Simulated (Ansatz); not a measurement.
The input, for Ansatz 0.2.0:

```yaml
crystal:
  periodic: [false, false, false]
  atoms:
    - {symbol: Sb, position_ang: [0.000000, 0.000000, 0.000000]}
    - {symbol: H, position_ang: [0.000000, 0.000000, 1.871000]}
basis:
  gaussian: {orbitals: def2-SVP}
total_charge: 1
magnetization: {spin_polarized: false, initial_magnetization: 1}
correlation: {active_space: {window: {electrons: 1, orbitals: 4}, fixed_orbitals: true, states: [{multiplicity: 2, weights: [1, 0.5, 0.5]}], root: 0}}
output: {forces: true}
```

```sh
$ ansatz run in.yaml --threads 1 --pin off --events-out ev --progress --plain --max-ram 2393MiB
```

Log:

```
661 factors; integrals over basis functions are off by at most 2.2e-7 eV
mean field evaluation 1: about -6517.1538 eV, gradient 6.0e0 eV
mean field evaluation 2: about -6517.1688 eV, gradient 6.0e0 eV
mean field evaluation 4: about -6517.3595 eV, gradient 3.0e-1 eV
mean field evaluation 8: about -6517.3597 eV, gradient 8.0e-7 eV
mean field evaluation 16: about -6517.3597 eV, gradient 1.3e-4 eV
mean field -6517.35967408 eV, -239.5085503976 hartree, gradient 7.7e-7 eV, S^2 0.750000; 2 other end points of the search recorded, 0 dependent functions left out
reference -6517.35967408 eV, -239.5085503976 hartree; 12, 11 occupied and 19, 20 virtual orbitals, 661 factors
state -6517.35967408 eV, -239.5085503976 hartree
state -6517.16388393 eV, -239.5013552421 hartree
state -6511.75641203 eV, -239.3026343152 hartree
the calculation of the forces begins
Total energy: -6517.35967408 eV, -239.5085503976 hartree
Atom 0 at     0.000000     0.000000     0.000000 Å, force     0.000000    -0.000000     2.059004 eV/Å
Atom 1 at     0.000000     0.000000     1.871000 Å, force    -0.000000     0.000000    -2.059004 eV/Å
Dipole moment:     0.000000     0.000000     0.051502 e Å
```

Natural occupations, averaged over the states: 0.5000 0.2500 0.2500 0.0000.

Forces (eV/Å):
```
Sb   0.000  0.000  2.059
H    0.000  0.000 -2.059
```

Ran on 1 thread of Arm Neoverse V1, shared host: 0.72 s wall, 0.08 GiB peak host memory.
